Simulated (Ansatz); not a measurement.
A made-up structure of C$_{2}$H$_{3}$Si, doublet:

```csv
atom,x (Å),y (Å),z (Å)
C1,-1.5280,-0.9754,-0.4788
Si2,-0.0828,-0.1271,-0.5564
C3,1.0541,0.6928,0.4671
H4,-2.2860,-1.5040,-1.0356
H5,0.9686,-0.2984,-1.4954
H6,0.9023,0.7486,1.5388
```

It is relaxed with PBE-D4/def2-SVP and then PBE0-D4/def2-TZVP (Ansatz 0.2.0). Atoms count as bonded within 1.22 times the sum of their covalent radii (H–H: 0.88 Å). The end point is not checked to be a true minimum.

(1) Does its bonding change? (Judge from chemistry; the calculation decides.)

Results:

(1) The calculation gives: Yes. Formed: C1–C3; broken: none.

Where it ends: The first stage lowers the energy by 4.88 eV in 20 steps. It ends as C₂H₃Si ([CH]1[CH][SiH]1):
```
6
angstrom
C -0.8973 -0.6197 -0.1851
Si 0.7253 -0.7786 -0.9765
C 0.0465 0.0422 0.4898
H -1.9624 -0.7782 -0.0655
H 1.0456 0.0234 -2.2110
H 0.0706 0.6474 1.3881
```

Labels in which every atom is bracketed show which atoms are joined, not bond orders.

For scale, one of the runs: PBE0-D4/def2-TZVP relaxation, 117 basis functions, launched by `ansatz run in.yaml --threads 2 --pin off --events-out ev --progress --plain --max-ram 4352MiB`. The run took about 54 s on 2 CPU threads of an AMD EPYC 7571 (shared host).
